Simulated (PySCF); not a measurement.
**Solvent effects on NMR parameters**

Bonds (- single, = double, # triple, : aromatic): O1=C2 1.218 Å, C2-C3 1.469 Å, C3=C4 1.346 Å, C4-O5 1.345 Å, O5-C6 1.345 Å, C6=C7 1.346 Å, C7-C2 1.469 Å. C3 carries H8; C4 carries H9; C6 carries H10; C7 carries H11.

GIAO PBE0/pcSseg-1 in PySCF on one PBE0-D3(BJ)/def2-SVP conformer, non-relativistic, equivalent nuclei averaged. Solvents enter as an IEF-PCM continuum (tetrahydrofuran with ε = 7.4, methanol with ε = 32.6) around the gas-phase geometry. Shifts are referred to TMS computed in the same medium.

Gas phase, δ in ppm: C2 174.2, C4/C6 158.9, C3/C7 126.6, H9/H10 7.52, H8/H11 6.21. Dipole moment 3.95 D.

Problem. How does each δ change in the continuum?

Solution. 
```json
{"atoms": "C2", "environment": "ring carbonyl carbon", "Δδ, tetrahydrofuran": "+4.2", "Δδ, methanol": "+5.0"}
{"atoms": "C4/C6", "environment": "unsaturated ring CH", "Δδ, tetrahydrofuran": "+4.5", "Δδ, methanol": "+5.5"}
{"atoms": "C3/C7", "environment": "unsaturated ring CH", "Δδ, tetrahydrofuran": "-0.5", "Δδ, methanol": "-0.7"}
{"atoms": "H9/H10", "environment": "hydrogen on a unsaturated ring CH", "Δδ, tetrahydrofuran": "+0.41", "Δδ, methanol": "+0.50"}
{"atoms": "H8/H11", "environment": "hydrogen on a unsaturated ring CH", "Δδ, tetrahydrofuran": "+0.17", "Δδ, methanol": "+0.20"}
```

Changes are relative to the gas phase. The dipole moment becomes 5.17 D in tetrahydrofuran, 5.43 D in methanol.

Problem. Which nuclei move most (in ppm), and what does the model miss?

Solution. C4/C6 (unsaturated ring CH, +5.5 ppm) in methanol. A continuum only polarises the solute; specific hydrogen bonds, the anisotropy of aromatic solvents and changes of geometry or conformer are outside it.
